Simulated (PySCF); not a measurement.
Cl2, SMILES ClCl.

Geometry optimised at B3LYP-D3(BJ)/def2-TZVPD.

Lowest vertical singlet excitation by several levels in PySCF, with rough processor times relative to the cheapest run on one machine. Each run also gave further roots (ADC and EOM-CCSD ionised and attached states too); roots are paired by order and the bases differ. EOM-CCSD serves as a yardstick, not as the true value; all levels that ended soundly for this molecule are listed, with differences from unrounded values.

```
level                  relative cost
---------------------  -------------
TDA-PBE/def2-TZVPD                 1
EOM-CCSD/aug-cc-pVDZ               2
ADC(2)/aug-cc-pVDZ                 3
TDA-M06-2X/def2-TZVPD              6
```

Computed S1 at each level and its distance from EOM-CCSD:
```tsv
level	S1 (eV)	S1 minus EOM-CCSD (eV)
TDA-PBE/def2-TZVPD	3.39	-0.41
EOM-CCSD/aug-cc-pVDZ	3.79	0.00
ADC(2)/aug-cc-pVDZ	3.82	0.03
TDA-M06-2X/def2-TZVPD	3.56	-0.23
```
